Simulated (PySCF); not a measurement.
**Boron: a sound run and one with changed settings**

Sound run: B [He] 2s2 2p1, B⁺ [He] 2s2. Computed with PySCF 2.14 in 6-31G* (3s2p1d, 14 functions), with no relativity, point nucleus. In the sound run the correlated levels freeze 1s2. The sound run starts from symmetry-adapted Hartree-Fock orbitals and uses a fine grid where one is needed.

Changed run: all electrons correlated in a basis built for the valence shell.

```json
{"species": "B", "method": "MP2", "sound run (hartree)": "-24.55803", "changed run (hartree)": "-24.55956", "converged": "yes"}
{"species": "B", "method": "CCSD(T)", "sound run (hartree)": "-24.57908", "changed run (hartree)": "-24.58044", "converged": "yes"}
{"species": "B⁺", "method": "MP2", "sound run (hartree)": "-24.26739", "changed run (hartree)": "-24.26880", "converged": "yes"}
{"species": "B⁺", "method": "CCSD(T)", "sound run (hartree)": "-24.29278", "changed run (hartree)": "-24.29387", "converged": "yes"}
```

Ionisation energy of B:

```tsv
method	sound run (eV)	changed run (eV)
UHF	7.835	7.835
MP2	7.909	7.912
SCS-MP2	7.870	7.871
CCSD	7.770	7.778
CCSD(T)	7.791	7.798
```

A valence basis has no tight correlating functions, so it recovers only part of the core correlation, and not evenly between atom and ion.

For comparison, NIST gives 8.298 eV between the lowest levels.
